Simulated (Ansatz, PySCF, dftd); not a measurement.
Species: CH$_{2}$NO, charge 0, doublet. CH2NO (SMILES O=[C]N, doublet).
B3LYP-D3(BJ)/def2-TZVP minimum from Ansatz (a program for electronic structure):
```xyz
5

O     -0.2249     1.1992    -0.0769
C     -0.4363     0.0284    -0.0099
N      0.4179    -0.9973     0.0683
H      0.0715    -1.9373     0.1188
H      1.4203    -0.8452     0.0780
```
Charge 0, spin multiplicity 2.

Property: enthalpy of formation at 298 K (by atomisation, with ideal-gas terms from PySCF's Hessian at B3LYP-D3(BJ)/def2-TZVP and the atoms' measured values of the G2/97 table; no spin-orbit terms), in kJ/mol. Radicals and triplets start from unrestricted determinants; spin-orbit coupling is neglected. Cores are frozen in correlated methods. Rows without X2C or -DK are non-relativistic. CBS(X,Y): correlation extrapolated as X^-3, Hartree-Fock from the larger set (Q,5: extrapolated as (X+1)exp(-9√X)). A bracket is a step between two methods taken in the basis named. The functionals are non-relativistic, so their misses hold any scalar relativity. Double hybrids freeze cores in their MP2 part. '+ core + X2C': CCSD(T) terms for core correlation (cc-pwCVTZ) and scalar relativity (cc-pVTZ-DK). For partners of very few electrons the exact lower level stands in for a higher one.

```csv
level,program,enthalpy of formation at 298 K (kJ/mol),difference against the last row
HF/cc-pVDZ,Ansatz,744.1,761.7
PBE/def2-TZVPD,Ansatz,-132.6,-115.0
r2SCANh-D4/def2-TZVPD,Ansatz + dftd4,-7.1,10.5
wB97X-V/def2-TZVPD,Ansatz,-29.8,-12.2
wB97M-V/def2-TZVPD,Ansatz,-28.8,-11.2
B2PLYP/def2-TZVPD,Ansatz,-9.8,7.8
MP2/cc-pVDZ,Ansatz,130.8,148.4
CCSDT(Q)/cc-pVDZ,Ansatz,186.6,204.2
"CCSD(T)/CBS(cc-pVQZ,cc-pV5Z) + [CCSDT(Q) - CCSD(T)]/cc-pVDZ + core + X2C",Ansatz,-17.6,0.0
```
